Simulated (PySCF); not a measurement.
A GIAO shielding run with PySCF 2.14.0 with density-fitted response routines (density fitting, non-relativistic, gas phase) on SMILES ClCC1CC1, C₄H₇Cl:

```
$ OMP_NUM_THREADS=1 python probes_run.py task.json out

{"job": {"kind": "nmr", "xc": "PBE0", "basis": "pcSseg-2"}, "charge": 0, "multiplicity": 1}
Cl     2.013433    -1.765026     0.685517
C      1.386759    -0.136201     0.274392
C      0.109065    -0.208350    -0.487222
C     -0.860706     0.931466    -0.360197
C     -1.177145    -0.399094     0.248218
H      1.251375     0.389386     1.220194
H      2.174653     0.356838    -0.294392
H      0.187985    -0.674251    -1.463049
H     -0.600030     1.745123     0.306131
H     -1.399505     1.237011    -1.247773
H     -1.122117    -0.488913     1.326621
H     -1.942591    -1.009000    -0.213489
```

Hardware: 1 thread of an Intel Xeon 6975P-C, shared host. The job also computes population analyses, field gradients, ring-centre shieldings.

Q: How large is the calculation?

A: 48 electrons, 285 basis functions and 773 auxiliary functions.

Q: How long does it take, and how much memory does it need?

A: 26 s of wall time, with 13 SCF cycles and 5 response iterations; peak memory 1.1 GiB. Times on a shared host scatter by some tens of per cent.

Q: And these other runs on the same molecule and hardware: GIAO shielding at B97-2/pcSseg-2; GIAO shielding at KT3/pcSseg-2; GIAO shielding at wB97X-D/pcSseg-2?

A: B97-2/pcSseg-2: 285 functions, 23 s; KT3/pcSseg-2: 285 functions, 33 s; wB97X-D/pcSseg-2: 285 functions, 31 s.
